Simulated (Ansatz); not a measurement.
# C2HFN2: taking an electron away

How much energy removes an electron from C2HFN2 at fixed geometry? The cation is run at each level and the neutral's energy taken from earlier runs.

The runs use Ansatz 0.2.0, Gaussian basis; unrestricted cation, the program's frozen cores in correlated methods.

Plan: UKS PBE-D4/def2-TZVPP; UKS r2SCAN-D4/def2-TZVPP; UKS PBE0-D4/def2-TZVPP; UKS B3LYP-D4/def2-TZVPP; UKS wB97X-V/def2-TZVPP; UKS wB97M-V/def2-TZVPP; UKS B2PLYP/def2-TZVPP; UHF-CCSD(T)/def2-TZVPP; UHF-MP2/def2-QZVPP; extrapolation to the limit; then −ε(HOMO) from the neutral's earlier runs with LDA (SPW92), PBE-D4, revPBE-D4, BLYP-D4, r2SCAN-D4, B97M-V, PBE0-D4, B3LYP-D4, r2SCANh-D4, r2SCAN0-D4, HSE06-D4, BHLYP-D4, CAM-B3LYP-D4, LC-ωPBE, ωB97X-V, ωB97M-V.

**1. The geometry**

All runs share one geometry, relaxed beforehand with PBE0-D4 in a triple-zeta def2 set.

6 atoms, charge 0, spin multiplicity 1.

Atoms are counted from 1 here; the program's logs count them from 0.

Bond lengths: F1–C2 1.326 Å, C2–N3 1.440 Å, C2–N5 1.441 Å, C2–H6 1.085 Å, N3–C4 1.382 Å, C4–N5 1.382 Å. Angles: F1–C2–N3 117.2°, F1–C2–N5 117.2°, F1–C2–H6 111.3°, N3–C2–N5 70.0°, N3–C2–H6 117.8°, N5–C2–H6 117.9°, C2–N3–C4 95.2°, N3–C4–N5 73.4°, C2–N5–C4 95.2°.

**2. Cation, UKS PBE-D4/def2-TZVPP**

File in.yaml:

```yaml
crystal:
  periodic: [false, false, false]
  atoms:
    - {symbol: F, position_ang: [-1.573868, 0.416610, -0.549702]}
    - {symbol: C, position_ang: [-0.405542, 0.279479, 0.062609]}
    - {symbol: N, position_ang: [0.108134, -1.058204, 0.209836]}
    - {symbol: C, position_ang: [1.438371, -0.690685, 0.134577]}
    - {symbol: N, position_ang: [0.757525, 0.103212, -0.768880]}
    - {symbol: H, position_ang: [-0.324610, 0.949578, 0.911560]}
basis:
  gaussian: {orbitals: def2-TZVPP}
total_charge: 1
magnetization: {spin_polarized: true, initial_magnetization: 1}
hamiltonian: {xc: pbe, dispersion: d4}
```

Command:

```sh
$ ansatz run in.yaml --threads 2 --pin off --events-out ev --progress --plain --max-ram 4352MiB
```

Further steps of the session: Cation, UKS r2SCAN-D4/def2-TZVPP; Cation, UKS PBE0-D4/def2-TZVPP; Cation, UKS B3LYP-D4/def2-TZVPP; Cation, UKS wB97X-V/def2-TZVPP; Cation, UKS wB97M-V/def2-TZVPP; Cation, UKS B2PLYP (frozen core)/def2-TZVPP; Cation, UHF-CCSD(T)/def2-TZVPP; Cation, UHF-MP2/def2-QZVPP.

Q: Predict the results of all the runs planned. Wanted: ionisation energy, CCSD(T)/CBS; nearest functional by difference; nearest −ε(HOMO); −ε(HOMO) of PBE; T1 of the cation.

The runs gave:

| quantity | value |
| --- | --- |
| ionisation energy, CCSD(T)/CBS | 11.26 eV |
| nearest functional by difference | ωB97M-V (-0.07 eV) |
| nearest −ε(HOMO) | LC-ωPBE (+0.09 eV) |
| −ε(HOMO) of PBE | 6.91 eV |
| T1 of the cation | 0.039 |

In words: By cation minus neutral, the functionals miss by 0.42 eV at most. −ε(HOMO) of PBE misses by 4.3 eV, since self-interaction lifts the level. Among orbital estimates LC-ωPBE comes nearest. Hartree-Fock falls 1.13 eV short, as the neutral has more correlation energy than the cation. The cation's T1 (from the report) is 0.039, near the customary mark of 0.045 for open shells, so the coupled-cluster value is less safe. The cation may have settled in a state other than its lowest; no search over hole states beyond the program's own was made.
